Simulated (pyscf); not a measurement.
Structures and frequencies: ωB97X-D3(BJ)/def2-SVP in PySCF.

Task: PBE/def2-TZVP puts the barrier of O=Os(=O)(=O)=O + H₂ → O=Os(=O)(OH)–OH [singlet] (addition across a multiple bond or ene-type step; singlet surface; H–H broken, H–O, H–O formed) at 18.6 kcal/mol and the reaction energy at -17.5 kcal/mol, from the separated reactants. What do PBE0-D3(BJ)/def2-TZVP, M06-2X/def2-TZVP, ωB97M-D3(BJ)/def2-TZVP give on the same structures?

Result: PBE0-D3(BJ): ΔE‡ = 20.1 kcal/mol, ΔE = -36.4 kcal/mol; M06-2X: ΔE‡ = 23.1 kcal/mol, ΔE = -50.8 kcal/mol; ωB97M-D3(BJ): ΔE‡ = 22.9 kcal/mol, ΔE = -45.7 kcal/mol. PBE's barrier lies under all of them, by 1.5 to 4.5 kcal/mol. Its reaction energy lies over all of them, by 18.9 to 33.3 kcal/mol. On the product side the descent ends in a point that may be a rotor saddle (no frequency run), 5.0 kcal/mol over the lowest minimum found and 61.4 kcal/mol under the saddle at ωB97X-D3(BJ)/def2-TZVP. This is the saddle that the search found; another between the same sides may lie lower. Elements past Kr carry the def2 core potentials, without spin-orbit coupling.
